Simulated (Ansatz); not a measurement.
**How far each method lies from UCCSDTQ for HSN, quintet**

Geometry: that of the HSN, triplet, kept fixed. The singlet lies 6.7 eV lower here.

| atom | x (Å) | y (Å) | z (Å) |
| --- | --- | --- | --- |
| N | 0.0000 | 0.0577 | 1.1447 |
| S | 0.0000 | -0.0648 | -0.4759 |
| H | 0.0000 | 1.2584 | -0.7673 |

Basis cc-pVDZ; Ansatz 0.2.0. Only valence electrons are correlated (noble-gas cores frozen), which leaves 12 electrons in 31 orbitals. R marks a restricted (for open shells ROHF) determinant, U an unrestricted one. Active spaces: valence = (12e, 9o) chosen from the atoms' valence shells.

Full CI isn't at hand for all of this; UCCSDTQ serves as the reference, and is uncertain by the last step of the cluster series or more. The frozen core follows each run's orbitals, which can shift R against U totals by a few meV.

```
UHF ⟨S²⟩                          : 6.032
T1 diagnostic (RCCSD)             : 0.0283
largest doubles amplitude (RCCSD) : 0.037
T1 diagnostic (UCCSD)             : 0.0243
```

**Question.** From what is known of these methods and the diagnostics, rank them by the size of their error in total energy against UCCSDTQ in cc-pVDZ, smallest first (an estimate: the text doesn't fix the numbers).
A. CASSCF (valence space)
B. RMP2
C. UCCSDT(Q)
D. UCCSD
E. BCCD(T)

**Answer.** C (0.01 kcal/mol), E (0.92 kcal/mol), D (4.54 kcal/mol), B (26.13 kcal/mol), A (147.05 kcal/mol).

All errors are against UCCSDTQ in cc-pVDZ. Within each family the higher level lies nearer, as is usual though not guaranteed.

Natural occupations of CASSCF (valence space) about the gap: 1.987 1.976 1.006 1.002 1.001 0.999 0.036; effectively unpaired electrons, Σ n²(2−n)², 4.01.
